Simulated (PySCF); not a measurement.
# S2 (triplet) under other conditions

How does S2 (triplet) answer to another spin, charge, distance or environment?

The runs use PySCF 2.14.0; each script names its method and basis.

1 further run of the same task is left out (it didn't finish).

## 1. Starting geometry

S2 (triplet): 2 atoms, charge 0, spin multiplicity 3.

Bond lengths: S1–S2 1.773 Å.

## 2. The base run

input.py

```python
from pyscf import gto, dft

mol = gto.M(
    atom='S 0 0 0; S 0 0 1.773',
    basis='6-31g',
    charge=0,
    spin=2,
    verbose=4,
)
mf = dft.UKS(mol, xc='mn15l')
mf.kernel()
mf.analyze()
print('orbital energies (hartree):', [e[max(0, n-3):n+3].round(4) for e, n in zip(mf.mo_energy, mol.nelec)])
```

Launch:

```bash
$ OMP_NUM_THREADS=1 python input.py
```

The log of this run is left out.

In short: E(SCF) = -796.085922 Eh, 6 cycles, ⟨S²⟩ = 2.004, μ = 0.00 D.

The bond length is a typed value, not an optimised one. The triplet is typed in the script; nothing here shows that it is the ground state.

## 3. Charge +1 (doublet)

Run 1 changes charge: 0 → 1; spin (2S): 2 → 1.

input.py

```python
from pyscf import gto, dft

mol = gto.M(
    atom='S 0 0 0; S 0 0 1.773',
    basis='6-31g',
    charge=1,
    spin=1,
    verbose=4,
)
mf = dft.UKS(mol, xc='mn15l')
mf.kernel()
mf.analyze()
print('orbital energies (hartree):', [e[max(0, n-3):n+3].round(4) for e, n in zip(mf.mo_energy, mol.nelec)])
```

Launch:

```bash
$ OMP_NUM_THREADS=1 python input.py
```

## 4. PCM, ε = 78.36

Run 2 changes solvent: none (gas phase) → PCM, ε = 78.36.

input.py, as its differences from that of step 2:

```diff
@@ -1,2 +1,2 @@
-from pyscf import gto, dft
+from pyscf import gto, dft, solvent
 
@@ -10,2 +10,4 @@
 mf = dft.UKS(mol, xc='mn15l')
+mf = solvent.PCM(mf)
+mf.with_solvent.eps = 78.36
 mf.kernel()
```

## 5. Charge +2

Run 3 changes charge: 0 → 2.

input.py, as its differences from that of step 2:

```diff
@@ -5,3 +5,3 @@
     basis='6-31g',
-    charge=0,
+    charge=2,
     spin=2,
```

## 6. PCM, ε = 2.27

Run 4 changes solvent: none (gas phase) → PCM, ε = 2.27.

input.py, as its differences from that of step 2:

```diff
@@ -1,2 +1,2 @@
-from pyscf import gto, dft
+from pyscf import gto, dft, solvent
 
@@ -10,2 +10,4 @@
 mf = dft.UKS(mol, xc='mn15l')
+mf = solvent.PCM(mf)
+mf.with_solvent.eps = 2.27
 mf.kernel()
```

## 7. PCM, ε = 20.5

Run 5 changes solvent: none (gas phase) → PCM, ε = 20.5.

input.py, as its differences from that of step 2:

```diff
@@ -1,2 +1,2 @@
-from pyscf import gto, dft
+from pyscf import gto, dft, solvent
 
@@ -10,2 +10,4 @@
 mf = dft.UKS(mol, xc='mn15l')
+mf = solvent.PCM(mf)
+mf.with_solvent.eps = 20.5
 mf.kernel()
```

## 8. Bond 1.72 Å

Run 6 changes bond length: 1.773 Å → 1.72 Å.

input.py, as its differences from that of step 2:

```diff
@@ -3,3 +3,3 @@
 mol = gto.M(
-    atom='S 0 0 0; S 0 0 1.773',
+    atom='S 0 0 0; S 0 0 1.72',
     basis='6-31g',
```

Q: Predict the outcome of this session. Wanted: for each run, E(SCF); from base; gap, α spin.

As calculated:

```tsv
run	E(SCF) (hartree)	from base (eV)	cycles	gap, α spin (eV)
base	-796.085922	0	6	6.85
charge +1 (doublet)	-795.730354	+9.6755	6	0.41
PCM, ε = 78.36	-796.087231	-0.0356	6	6.80
charge +2	-794.951417	+30.8714	7	0.94
PCM, ε = 2.27	-796.086654	-0.0199	6	6.82
PCM, ε = 20.5	-796.087182	-0.0343	6	6.80
bond 1.72 Å	-796.058229	+0.7536	6	7.22
```

What this shows: Of the runs whose energies can be compared, “bond 1.72 Å” moves the SCF energy most (+0.754 eV). At the SCF level, going to the doublet with one electron fewer costs 9.68 eV at fixed geometry. A continuum solvent with ε = 78.36 lowers the energy by 0.036 eV. A continuum solvent with ε = 2.27 lowers the energy by 0.020 eV. A continuum solvent with ε = 20.5 lowers the energy by 0.034 eV.
